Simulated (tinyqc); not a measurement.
Worked calculation: Pariser-Parr-Pople SCF with singles CI, for the molecule C=C1C=CC=C1 (SMILES; centres numbered as the heavy atoms are written). Computed by tinyqc, a small Python program that keeps every step. Settings: charge = 0, gamma = Ohno, start = core, damping = 0.5, iteration cap = 88, excitations kept = 4. Command: `OMP_NUM_THREADS=1 python tinyqc.py 30088 30089 out.jsonl` (the two numbers bound the seeds that draw the settings). One thread of a shared host (Intel(R) Xeon(R) Processor @ 2.60GHz), about 0.01 s of CPU time with the checks. Later iterations appear only in the table of the cycle.

## PPP integrals

Centres (angstrom, eV; a flat drawing with bonds scaled to 1.40 angstrom):
```
centre          x          y  core charge z          W   gamma_rr
1C       2.159000   0.000000              1  10.150000  11.070000
2C       0.759000   0.000000              1  10.150000  11.070000
3C      -0.064000   1.133000              1  10.150000  11.070000
4C      -1.395000   0.700000              1  10.150000  11.070000
5C      -1.395000  -0.700000              1  10.150000  11.070000
6C      -0.064000  -1.133000              1  10.150000  11.070000
```

Resonance integrals (eV):
```
i  j       beta
1  2  -2.410000
2  3  -2.410000
3  4  -2.410000
4  5  -2.410000
5  6  -2.410000
6  2  -2.410000
```

Ohno: gamma = 14.399645/sqrt(R^2 + a^2), a = 2 x 14.399645/(gamma_rr + gamma_ss); H_rr = -W_r - sum_(s != r) z_s gamma_rs; H_rs = beta for bonds.

repulsion gamma_rs (eV), lower triangle:
```
           1C         2C         3C         4C         5C         6C
1C  11.070000
2C   7.535023  11.070000
3C   5.117515   7.533973  11.070000
4C   3.741373   5.513203   7.536003  11.070000
5C   3.741373   5.513203   5.512502   7.535023  11.070000
6C   5.117515   7.533973   5.511167   5.512502   7.536003  11.070000
```

core matrix H (eV), lower triangle:
```
            1C          2C          3C          4C          5C          6C
1C  -35.402800
2C   -2.410000  -43.779374
3C    0.000000   -2.410000  -41.361160
4C    0.000000    0.000000   -2.410000  -39.988104
5C    0.000000    0.000000    0.000000   -2.410000  -39.988104
6C    0.000000   -2.410000    0.000000    0.000000   -2.410000  -41.361160
```

## Starting guess

pi electrons, sum of z_r less the charge = 6

Orbitals of the core matrix H.

P at the start, lower triangle:
```
           1C         2C         3C         4C        5C        6C
1C   0.094296
2C   0.375573   1.558942
3C   0.079623   0.458487   1.192787
4C  -0.113941  -0.251105   0.751495   0.980594
5C  -0.113941  -0.251105  -0.035148   0.598003  0.980594
6C   0.079623   0.458487  -0.424622  -0.035148  0.751495  1.192787
```

## Iteration 1: Fock matrix

F_rr = H_rr + P_rr gamma_rr / 2 + sum_(s != r) P_ss gamma_rs; F_rs = H_rs - P_rs gamma_rs / 2; E = tr P (H + F) / 2 + core repulsion sum_(r<s) z_r z_s gamma_rs.

F (eV), lower triangle:
```
           1C         2C         3C         4C         5C         6C
1C  -3.588459
2C  -3.824977  -5.654830
3C  -0.203735  -4.137113  -3.162562
4C   0.213149   0.692198  -5.241633  -2.660071
5C   0.213149   0.692198   0.096876  -4.662982  -2.660071
6C  -0.203735  -4.137113   1.170081   0.096876  -5.241633  -3.162562
```

pi energy = -69.815902 eV

## Iteration 1: orbitals and new P

Diagonalise F (the basis is taken as orthonormal) and form P = 2 sum c c over the lowest orbitals; 0.5 of the old P is kept.

orbital energies (eV): -12.283841  -8.892898  -7.372481  -2.005642  4.623559  5.042749

P after iteration 1, lower triangle:
```
           1C         2C         3C         4C        5C        6C
1C   0.283694
2C   0.556821   1.403792
3C   0.119862   0.439566   1.151282
4C  -0.182647  -0.195862   0.769336   1.004975
5C  -0.182647  -0.195862  -0.053981   0.568832  1.004975
6C   0.119862   0.439566  -0.412575  -0.053981  0.769336  1.151282
```

## Iteration 2: Fock matrix

As before.

F (eV), lower triangle:
```
           1C         2C         3C         4C         5C         6C
1C  -3.951570
2C  -4.507830  -5.443028
3C  -0.306697  -4.065839  -3.502547
4C   0.341676   0.539912  -5.308861  -3.029752
5C   0.341676   0.539912   0.148786  -4.553081  -3.029752
6C  -0.306697  -4.065839   1.136885   0.148786  -5.308861  -3.502547
```

pi energy = -70.801287 eV

## Iteration 2: orbitals and new P

As before.

orbital energies (eV): -12.716645  -9.306630  -7.825492  -1.696876  4.377057  4.709390

P after iteration 2, lower triangle:
```
           1C         2C         3C         4C        5C        6C
1C   0.442804
2C   0.677376   1.282289
3C   0.142888   0.418311   1.123686
4C  -0.228153  -0.150545   0.786071   1.013768
5C  -0.228153  -0.150545  -0.060985   0.541521  1.013768
6C   0.142888   0.418311  -0.404067  -0.060985  0.786071  1.123686
```

## Convergence

Stop when output and input P, before any damping, agree to 1e-7.

Course of the cycle:
```
iteration        E (eV)  largest |P(out) - P(in)|
1          -69.81590242                  3.79e-01
2          -70.80128679                  3.18e-01
3          -71.56662439                  2.43e-01
4          -72.07798914                  1.76e-01
5          -72.39158308                  1.23e-01
6          -72.57422093                  8.49e-02
7          -72.67720820                  5.79e-02
8          -72.73408768                  3.93e-02
9          -72.76508073                  2.66e-02
10         -72.78182281                  1.80e-02
11         -72.79081919                  1.22e-02
...                 ...                       ...
45         -72.80122760                  1.02e-06
46         -72.80122760                  7.91e-07
47         -72.80122760                  6.13e-07
48         -72.80122760                  4.75e-07
49         -72.80122760                  3.68e-07
50         -72.80122760                  2.85e-07
51         -72.80122760                  2.21e-07
52         -72.80122760                  1.71e-07
53         -72.80122760                  1.33e-07
54         -72.80122760                  1.03e-07
55         -72.80122760                  7.95e-08
```

Converged in 55 iterations.

## Converged orbitals

Charges are z - P_rr.

orbital energies (eV): -13.649390  -10.173047  -9.190913  -1.131531  3.536683  3.795566

coefficients:
```
         MO1        MO2        MO3        MO4        MO5        MO6
1C  0.335823   0.557256   0.000000   0.669133   0.000000  -0.359096
2C  0.538214   0.458032   0.000000  -0.310380   0.000000   0.635765
3C  0.407386  -0.104178   0.596335  -0.355691  -0.379979  -0.443472
4C  0.364432  -0.478522   0.379979   0.318507   0.596335   0.191728
5C  0.364432  -0.478522  -0.379979   0.318507  -0.596335   0.191728
6C  0.407386  -0.104178  -0.596335  -0.355691   0.379979  -0.443472
```

pi charges: 1C 0.153377, 2C 0.001064, 3C -0.064865, 4C -0.012356, 5C -0.012356, 6C -0.064865

## Singles CI, singlets

Over the 4 single excitations with the smallest orbital gaps: A = (e_a - e_i) delta + 2 (ia|jb) - (ij|ab), with (pq|rs) = sum c_mp c_mq gamma_mn c_nr c_ns. f = 2/3 w |mu|^2 in atomic units, mu = sqrt2 sum c_ia sum_m c_mi c_ma R_m.

singlet CI matrix (eV), lower triangle:
```
          3>4        2>4       1>4       3>5
3>4  2.613139
2>4  0.000000   4.963547
1>4  0.000000  -0.241281  7.115199
3>5  0.000000  -0.606228  0.260764  7.136716
```

singlet excitation energies (eV): 2.613139  4.793526  6.887691  7.534244

oscillator strengths: 0.044284  0.739719  0.312643  0.625460

## Singles CI, triplets

Over the 4 single excitations with the smallest orbital gaps: A = (e_a - e_i) delta - (ij|ab), with (pq|rs) = sum c_mp c_mq gamma_mn c_nr c_ns.

triplet CI matrix (eV), lower triangle:
```
          3>4        2>4        1>4       3>5
3>4  1.821194
2>4  0.000000   2.302425
1>4  0.000000  -0.737982   5.819906
3>5  0.000000   0.484726  -0.813479  5.269971
```

triplet excitation energies (eV): 1.821194  2.120218  4.686712  6.585371
